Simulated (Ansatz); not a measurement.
in.yaml

```yaml
crystal:
  periodic: [false, false, false]
  atoms:
    - {symbol: Ge, position_ang: [0.000000, -0.063681, 1.632720]}
    - {symbol: Na, position_ang: [0.000000, 0.037099, -5.220652]}
    - {symbol: H, position_ang: [0.000000, 3.743172, 1.409632]}
basis:
  gaussian: {orbitals: cc-pVDZ}
magnetization: {spin_polarized: true, initial_magnetization: 0}
correlation: {method: ccsdt_q, electrons: outside_noble_gas}
```

```sh
$ ansatz run in.yaml --threads 1 --pin off --events-out ev --progress --plain --max-ram 2393MiB
```

Log:

```
887 factors; integrals over basis functions are off by at most 1.9e-7 eV
mean field evaluation 1: about -60880.7597 eV, gradient 1.2e1 eV
mean field evaluation 2: about -60880.7623 eV, gradient 1.2e1 eV
mean field evaluation 4: about -60884.4751 eV, gradient 3.6e0 eV
mean field evaluation 8: about -60884.7002 eV, gradient 1.4e-1 eV
mean field evaluation 16: about -60884.7897 eV, gradient 1.2e-1 eV
mean field evaluation 32: about -60889.0170 eV, gradient 2.1e-1 eV
mean field evaluation 64: about -60889.0139 eV, gradient 3.7e-2 eV
mean field evaluation 96: about -60884.4729 eV, gradient 3.6e0 eV
mean field evaluation 128: about -60884.8268 eV, gradient 8.8e-1 eV
mean field evaluation 160: about -60889.3971 eV, gradient 4.2e-3 eV
...
mean field -60889.41023260 eV, -2237.6445537235 hartree, gradient 6.4e-6 eV, S^2 1.993107; 44 other end points of the search recorded, 0 dependent functions left out
determinant -60889.41023260 eV, -2237.6445537235 hartree, with singles and doubles -60890.95294559 eV, -2237.7012473800 hartree
determinant -60889.40858642 eV, -2237.6444932276 hartree, with singles and doubles -60890.95134441 eV, -2237.7011885378 hartree
determinant -60889.39698425 eV, -2237.6440668554 hartree, with singles and doubles -60890.93387927 eV, -2237.7005467060 hartree
determinant -60889.03192792 eV, -2237.6306512827 hartree, with singles and doubles -60890.60614748 eV, -2237.6885027848 hartree
determinant -60889.01480081 eV, -2237.6300218730 hartree, with singles and doubles -60890.58823793 eV, -2237.6878446207 hartree
determinant -60889.01269516 eV, -2237.6299444919 hartree, with singles and doubles -60890.58528927 eV, -2237.6877362595 hartree
determinant -60888.97612570 eV, -2237.6286005893 hartree, with singles and doubles -60890.55389007 eV, -2237.6865823602 hartree
determinant -60888.97525200 eV, -2237.6285684813 hartree, with singles and doubles -60890.55525922 eV, -2237.6866326754 hartree
determinant -60887.72679006 eV, -2237.5826883513 hartree, with singles and doubles -60889.82219383 eV, -2237.6596930192 hartree
determinant -60887.70157657 eV, -2237.5817617726 hartree, with singles and doubles -60889.80983240 eV, -2237.6592387453 hartree
determinant -60887.46507912 eV, -2237.5730706514 hartree, with singles and doubles -60889.03501523 eV, -2237.6307647396 hartree
determinant -60887.44461481 eV, -2237.5723186021 hartree, with singles and doubles -60888.98874086 eV, -2237.6290641876 hartree
determinant -60887.43624004 eV, -2237.5720108348 hartree, with singles and doubles -60888.97976309 eV, -2237.6287342609 hartree
determinant -60887.43041620 eV, -2237.5717968126 hartree, with singles and doubles -60888.96803676 eV, -2237.6283033261 hartree
determinant -60887.42411460 eV, -2237.5715652331 hartree, with singles and doubles -60888.96115842 eV, -2237.6280505515 hartree
determinant -60887.42364040 eV, -2237.5715478065 hartree, with singles and doubles -60888.98133257 eV, -2237.6287919382 hartree
determinant -60887.41634796 eV, -2237.5712798143 hartree, with singles and doubles -60888.96045747 eV, -2237.6280247922 hartree
determinant -60887.01510168 eV, -2237.5565342858 hartree, with singles and doubles -60888.58945648 eV, -2237.6143907573 hartree
determinant -60887.00731843 eV, -2237.5562482563 hartree, with singles and doubles -60888.53964971 eV, -2237.6125603925 hartree
determinant -60886.96508038 eV, -2237.5546960367 hartree, with singles and doubles -60888.50563128 eV, -2237.6113102381 hartree
determinant -60884.79080805 eV, -2237.4747930023 hartree, with singles and doubles -60888.71626242 eV, -2237.6190507897 hartree
determinant -60884.69328931 eV, -2237.4712092549 hartree, with singles and doubles -60888.86952765 eV, -2237.6246831829 hartree
determinant -60889.41023260 eV, -2237.6445537235 hartree, with singles and doubles -60890.95594704 eV, -2237.7013576813 hartree
determinant -60889.40858642 eV, -2237.6444932276 hartree, with singles and doubles -60890.95405603 eV, -2237.7012881881 hartree
determinant -60889.39698425 eV, -2237.6440668554 hartree, with singles and doubles -60890.93429377 eV, -2237.7005619384 hartree
determinant -60889.03192792 eV, -2237.6306512827 hartree, with singles and doubles -60890.62050054 eV, -2237.6890302497 hartree
determinant -60889.01480081 eV, -2237.6300218730 hartree, with singles and doubles -60890.59732489 eV, -2237.6881785605 hartree
determinant -60889.01269516 eV, -2237.6299444919 hartree, with singles and doubles -60890.59554904 eV, -2237.6881132993 hartree
determinant -60888.97612570 eV, -2237.6286005893 hartree, with singles and doubles -60890.56486571 eV, -2237.6869857074 hartree
determinant -60888.97525200 eV, -2237.6285684813 hartree, with singles and doubles -60890.56468990 eV, -2237.6869792466 hartree
determinant -60886.45614539 eV, -2237.5359930208 hartree, with singles and doubles -60890.05140718 eV, -2237.6681164547 hartree
19 core orbitals not correlated: weight in the atoms' cores, before any rotation towards them, 1.000 or more for the frozen orbitals, at most 0.000 for the correlated occupied ones
reference -60889.41023260 eV, -2237.6445537235 hartree; 3, 3 occupied and 28, 28 virtual orbitals, 887 factors
second order -1.10186886 eV of doubles, -0.00000000 eV of singles
...
cycle 114  -1.58802310 eV  change  -4.3e-10 eV  update   5.2e-7
cycle 115  -1.58802311 eV  change   -7.5e-9 eV  update   6.8e-7
cycle 116  -1.58802312 eV  change   -1.8e-8 eV  update   6.3e-7
cycle 117  -1.58802316 eV  change   -3.4e-8 eV  update   7.6e-7
cycle 118  -1.58802321 eV  change   -5.2e-8 eV  update   3.1e-7
cycle 119  -1.58802327 eV  change   -5.7e-8 eV  update   1.0e-6
cycle 120  -1.58802334 eV  change   -7.0e-8 eV  update   1.7e-6
cycle 121  -1.58802340 eV  change   -6.5e-8 eV  update   1.2e-6
cycle 122  -1.58802347 eV  change   -6.6e-8 eV  update   8.4e-7
cycle 123  -1.58802352 eV  change   -5.1e-8 eV  update   7.1e-7
perturbative correction -0.00277338 eV, -0.0001019198 hartree
Total energy: -60891.00102950 eV, -2237.7030144312 hartree
```

The determinant's ⟨S²⟩ is 1.99 against 0.00 for a pure state. The T1 diagnostic is 0.022.

Ran on 1 thread of Arm Neoverse V1, shared host: 84 s wall, 0.18 GiB peak host memory.
